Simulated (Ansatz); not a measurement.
```yaml
crystal:
  periodic: [false, false, false]
  atoms:
    - {symbol: Se, position_ang: [0.000000, 0.000000, 0.000000]}
    - {symbol: Li, position_ang: [0.000000, 0.000000, 2.306400]}
basis:
  gaussian: {orbitals: def2-TZVPD}
total_charge: -1
hamiltonian: {xc: pbe0}
relax: {f_tol: 0.004, max_steps: 80}
```

```sh
$ ansatz run in.yaml --threads 1 --pin off --events-out ev --progress --plain --max-ram 2176MiB
```

Steps of the relaxation (energy above the last step; positions in Å, forces in eV/Å):

```
2
step 1, 53.8 meV
Se    0.000    0.000    0.000    0.000    0.000    0.785
Li    0.000    0.000    2.306    0.000    0.000   -0.785
```

```
2
step 2, 1.0 meV
Se    0.000    0.000    0.071    0.000    0.000   -0.129
Li    0.000    0.000    2.235    0.000    0.000    0.129
```

```
2
step 3, 0.0 meV
Se    0.000    0.000    0.064    0.000    0.000   -0.005
Li    0.000    0.000    2.243    0.000    0.000    0.005
```

```
2
step 4, 0.0 meV
Se    0.000    0.000    0.063    0.000    0.000    0.000
Li    0.000    0.000    2.243    0.000    0.000    0.000
```

Close pairs at the end: Se1–Li2 2.180 Å.

A stationary point of restricted PBE0 after 4 steps (its stability towards spin polarisation wasn't tested). 12 s on 1 thread of Intel Xeon Platinum 8259CL, shared host.
